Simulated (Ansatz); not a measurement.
in.yaml

```yaml
crystal:
  periodic: [false, false, false]
  atoms:
    - {symbol: Sn, position_ang: [0.000000, 0.000000, 0.000000]}
    - {symbol: H, position_ang: [0.000000, 0.000000, 1.881400]}
basis:
  gaussian: {orbitals: def2-TZVPP}
total_charge: 1
magnetization: {spin_polarized: false, initial_magnetization: 2}
correlation: {method: fci, electrons: outside_noble_gas}
```

```sh
$ ansatz run in.yaml --threads 1 --pin off --events-out ev --progress --plain --max-ram 2393MiB
```

Question: Roughly how long does this take on 1 thread of Arm Neoverse V1, shared host, and how much host memory?

Answer: 6.5 s wall and 0.18 GiB.

```
962 factors; integrals over basis functions are off by at most 2.2e-7 eV
mean field evaluation 1: about -5811.5911 eV, gradient 8.4e0 eV
mean field evaluation 2: about -5811.5944 eV, gradient 8.4e0 eV
mean field evaluation 4: about -5811.9018 eV, gradient 7.5e-1 eV
mean field evaluation 8: about -5811.9110 eV, gradient 4.7e-2 eV
mean field evaluation 16: about -5811.9103 eV, gradient 2.7e-1 eV
mean field evaluation 32: about -5811.5829 eV, gradient 3.0e0 eV
mean field -5811.91103768 eV, -213.5837911798 hartree, gradient 5.1e-6 eV, S^2 2.000000; 4 other end points of the search recorded, 0 dependent functions left out
9 core orbitals not correlated: weight in the atoms' cores, before any rotation towards them, 1.000 or more for the frozen orbitals, at most 0.000 for the correlated occupied ones
reference -5811.91103768 eV, -213.5837911798 hartree; 3, 1 occupied and 52, 54 virtual orbitals, 962 factors
state -5813.72212332 eV, -213.6503473495 hartree
Total energy: -5813.72212332 eV, -213.6503473495 hartree
```

Natural occupations: 1.9242 0.9935 0.9861 0.0347 0.0239 0.0096 0.0065 0.0054 0.0035 0.0032 0.0026 0.0018 0.0012 0.0009 0.0004 0.0004 0.0003 0.0003 0.0002 0.0002 0.0002 0.0001 0.0001 0.0001.
